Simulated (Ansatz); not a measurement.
Consider Rh in the fcc (Cu type) structure (space group Fm-3m, No. 225).

```
CELL_PARAMETERS angstrom
      0.00000     1.91503     1.91503
      1.91503     0.00000     1.91503
      1.91503     1.91503     0.00000
ATOMIC_POSITIONS crystal
  Rh 0.00000 0.00000 0.00000
```

Levels (all Ansatz, a quantum-chemistry and plane-wave program, PAW): PBE (420 eV, no SOC); r2SCAN (500 eV, no spin-orbit coupling).

Levels that relaxed their own cell: PBE and r2SCAN.

| level | lattice parameter a |
|---|---|
| PBE | 3.830 Å |
| r2SCAN | 3.800 Å |

Measured: lattice parameter a 3.794 Å (static lattice; corrected from measurement; as listed in Daniel Mejia-Rodriguez, S. B. Trickey, Phys. Rev. B (2018)).

Computed minus measured — lattice parameter a: PBE +1.0 %, r2SCAN +0.2 % (closest: r2SCAN).

No phonon test of stability was made. All final runs are without spin polarisation.
